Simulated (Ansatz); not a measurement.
H4OSSi, SMILES O[SiH2]S, a ladder of basis sets

Program: Ansatz 0.2.0, Python API.

Notebook, run cell by cell (the value of a cell's last expression is shown):

```python
import warnings

import ansatz as az

warnings.simplefilter("ignore", az.DeckWarning)
```

```python
mol = (
    az.Crystal.molecule()
    .atom("O", (-1.3688, -0.4272, 0.1542))
    .atom("Si", (-0.0567, 0.5499, 0.2015))
    .atom("S", (1.4277, -0.5475, -0.8303))
    .atom("H", (-1.5629, -0.7165, -0.7404))
    .atom("H", (-0.3053, 1.8167, -0.5271))
    .atom("H", (0.3513, 0.7894, 1.6066))
    .atom("H", (1.5759, -1.5329, 0.0898))
)
```

```python
job = mol.calculation().correlation("mp2")
```

```python
energies = {}
for basis in ["cc-pVDZ", "cc-pVTZ"]:
    rep = job.basis(gaussian=basis).run(threads=1).report
    size = rep["n_frozen"] + rep["n_occupied"][0] + rep["n_virtual"][0]
    energies[basis] = (rep["reference_energy_ev"] / 27.211386246, rep["free_energy_ev"] / 27.211386246)
    print(f"{basis:14s} {size:4d} orbitals  reference {energies[basis][0]:14.6f} Ha  total {energies[basis][1]:14.6f} Ha")
```

    cc-pVDZ          70 orbitals  reference    -763.721302 Ha  total    -764.143628 Ha
    cc-pVTZ         154 orbitals  reference    -763.792996 Ha  total    -764.338713 Ha

```python
small, large = (energies[b][1] - energies[b][0] for b in ("cc-pVDZ", "cc-pVTZ"))
limit = (3 ** 3 * large - 2 ** 3 * small) / (3 ** 3 - 2 ** 3)
print(f"correlation energy: {small:.6f} and {large:.6f} Ha, extrapolated {limit:.6f} Ha")
print(f"share caught by the larger set: {100 * large / limit:.1f} %")
```

    correlation energy: -0.422327 and -0.545718 Ha, extrapolated -0.597672 Ha
    share caught by the larger set: 91.3 %

Against cc-pVDZ: cc-pVTZ -195.1 mHa. The last step alone is -195.08 mHa. From the first set to the last the time grows from 0.7 to 2.5 s.

Caveats:
- The drop along the ladder measures the basis error, and is no property of the molecule.
- The geometry is a force-field or estimated start, not a minimum of this method, and the last set is no limit. Much of the fall in a total is atomic energy, which cancels in bond and reaction energies.
- Inner cores stay frozen, so this is valence correlation.
- For Al to Cl the sets with a tight d function, cc-pV(X+d)Z, are usual.
- An extrapolation from small basis sets is rough.
- Wall time of the script: 3.6 s on 1 thread of Arm Neoverse V1, on a shared host, peak memory 0.3 GiB.
